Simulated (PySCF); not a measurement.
# Molecular orbitals of MgS

r²SCAN at R = 2.145 Å; basis Mg pcseg-2, S pcseg-2; no relativity; PySCF 2.14. State: ¹Σ⁺ (singlet), closed shell. Only the outer orbitals are listed, counted within each symmetry.

| orbital | occ. | ε (eV) | on Mg (%) | main shells (%) |
| --- | --- | --- | --- | --- |
| 2π | 2 | -49.82 | 100 | 100 Mg p |
| 2π | 2 | -49.82 | 100 | 100 Mg p |
| 6σ | 2 | -49.81 | 100 | 100 Mg p |
| 7σ | 2 | -15.44 | 7 | 92 S s |
| 8σ | 2 | -6.67 | 38 | 58 S p, 36 Mg s |
| 3π | 2 | -5.03 | 12 | 88 S p, 11 Mg p |
| 3π | 2 | -5.03 | 12 | 88 S p, 11 Mg p |
| 9σ | 0 | -4.27 | 77 | 45 Mg s, 32 Mg p, 22 S p |
| 4π | 0 | -0.91 | 93 | 92 Mg p |
| 4π | 0 | -0.91 | 93 | 92 Mg p |

**Question.** Which are the highest filled and the lowest empty level, where do they sit, and how wide is the gap?

**Answer.** Highest filled 3π at -5.03 eV (in %: 88 S p, 11 Mg p); lowest empty 9σ at -4.27 eV (in %: 45 Mg s, 32 Mg p, 22 S p); the gap at r²SCAN is 0.76 eV.

| Item | Value |
| --- | --- |
| bond order (Mayer) | 1.91 |
| ⟨S²⟩ | 0.000 |
| charge on Mg (Mulliken, basis-dependent) | 0.64 |
| charge on Mg (Löwdin, basis-dependent) | 0.44 |
| dipole moment (positive dipole means Mg(−)S(+)) | -7.75 D |
